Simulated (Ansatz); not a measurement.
Compare A (`CC1=CC1C`) with its isomer B (`CC=C1CC1`).

Computed with Ansatz on PBE0-D4/def2-TZVP structures; ΔE is electronic, products minus reactants. CCSD(T)/CBS is the MP2 limit (def2-TZVPP, def2-QZVPP) plus CCSD(T) − MP2 in def2-TZVPP, frozen cores. Functionals use def2-TZVPP. B3LYP here is the variant with VWN-RPA as its local correlation; programs differ in this.

A:

```xyz
13

C    -0.1234   -1.8018   -0.8494
C     0.1320   -0.7726    0.1648
C     0.8065   -0.2976    1.1583
C    -0.3322    0.5531    0.6853
C    -0.1073    1.8326   -0.0847
H    -0.0681   -1.3708   -1.8534
H     0.5930   -2.6225   -0.7817
H    -1.1336   -2.2066   -0.7349
H     1.6202   -0.3878    1.8590
H    -1.2435    0.5705    1.2921
H     0.8025    1.7665   -0.6876
H    -0.0018    2.6889    0.5889
H    -0.9443    2.0481   -0.7566
```

B:

```xyz
13

C    -1.7401   -1.0636    0.2009
C    -0.3182   -0.8568    0.6012
C     0.4622    0.0854    0.1150
C     0.6125    1.2196   -0.7906
C     1.7654    0.7352    0.0891
H    -2.4090   -0.9808    1.0636
H    -2.0497   -0.3298   -0.5449
H    -1.8906   -2.0640   -0.2178
H     0.0920   -1.5363    1.3460
H     0.1445    2.1644   -0.5314
H     0.6817    1.0337   -1.8580
H     2.5934    0.2312   -0.3999
H     2.0559    1.3619    0.9266
```

Question: Which is lower in electronic energy at CCSD(T)/CBS, and by how much? (Best estimate.)

Answer: Computed: B, by 11.8 kcal/mol.

Question: Give E(B) − E(A) in kcal/mol with B3LYP-D4, ωB97M-V, CCSD/def2-TZVPP, CCSD(T)/def2-TZVPP, PBE-D4, MP2/def2-TZVPP, PBE0-D4. (Best estimate.)

Answer: Computed: B3LYP-D4 -13.0, ωB97M-V -12.5, CCSD/def2-TZVPP -12.4, CCSD(T)/def2-TZVPP -12.1, PBE-D4 -12.8, MP2/def2-TZVPP -11.1, PBE0-D4 -13.0. None reverses the order clearly.

Largest T1 diagnostic: 0.010.

In def2-TZVPP, CCSD(T) changes the Hartree–Fock value by +1.0 kcal/mol (the triples alone add +0.2 kcal/mol) and MP2 by +2.0 kcal/mol.
